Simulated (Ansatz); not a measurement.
# Interaction energy ladder

The pair of OH⁻ (SMILES [OH-], atoms 1–2) and SiH4O (SMILES [SiH3]O, atoms 3–8), both closed shells, in one local arrangement (a lower one may exist), relaxed at PBE0-D4/def2-TZVPD:

O1  (-0.938, 0.229, -1.304)
H2  (-0.611, 1.033, -1.716)
Si3  (-0.109, 0.105, 0.198)
O4  (1.402, -0.677, 0.456)
H5  (-0.775, 0.749, 1.417)
H6  (0.696, 1.423, -0.141)
H7  (-0.855, -1.269, 0.433)
H8  (1.191, -1.593, 0.657)
(Å)

Ansatz 0.2.0; basis: def2-TZVPPD, with def2-QZVPPD for the basis limit; cores frozen in the correlated methods. B3LYP uses VWN-RPA correlation. Extrapolation: Hartree–Fock as exp(−7.88 √X), correlation as X^−2.97. Interaction energies count from these two fragments, frozen as in the pair, with the counterpoise correction; negative means bound.

(1) What is the interaction energy by CCSD(T) at an estimated basis limit (MP2 extrapolated from triple and quadruple zeta, plus CCSD(T) − MP2 in triple zeta)? (An estimate is asked for; the value comes from the calculation.)

(2) Which atoms make the shortest contact between the fragments?

The T1 diagnostic stays at or below 0.026.

Answers

(1) The calculation gives: -100.95 kcal/mol. Hartree–Fock alone gives -106.22 kcal/mol at the basis limit. It counts from the two fragments frozen as in the pair.

The same quantity by other methods in triple zeta, and each one's difference from that estimate:
```tsv
method	E_int (kcal/mol)	difference
PBE-D4	-94.27	6.68
revPBE-D4	-93.29	7.67
BLYP-D4	-90.37	10.58
r2SCAN-D4	-101.35	-0.40
B97M-V	-103.16	-2.21
PBE0-D4	-101.64	-0.69
B3LYP-D4	-97.27	3.68
HSE06-D4	-101.60	-0.65
wB97X-V	-101.17	-0.22
wB97M-V	-100.95	0.01
B2PLYP	-96.38	4.57
HF	-105.37	-4.41
MP2	-98.27	2.69
CCSD	-99.17	1.79
CCSD(T)	-97.84	3.11
```
Differences are method less estimate.

(2) O1 and Si3, 1.72 Å apart.

Energy to bend the free fragments (PBE0-D4 minima) into their shapes in the pair, CCSD(T)/def2-TZVPPD: OH⁻ 0.01 kcal/mol; SiH4O 49.50 kcal/mol. This must be added to the interaction energy to get the binding energy from relaxed fragments.

Basis-set superposition shift (counterpoise-corrected less uncorrected): CCSD(T) 2.38; MP2 2.43; HF 0.16; PBE0-D4 0.33; wB97M-V 0.25 kcal/mol.

For scale, one of the runs: CCSD(T)/def2-TZVPPD, 213 basis functions, launched by `ansatz run in.yaml --threads 4 --pin off --events-out ev --progress --plain --max-ram 9574MiB`. The run took 47 s on 4 CPU threads of an Arm Neoverse V1 (shared host), with 3 GiB of host memory at its peak.
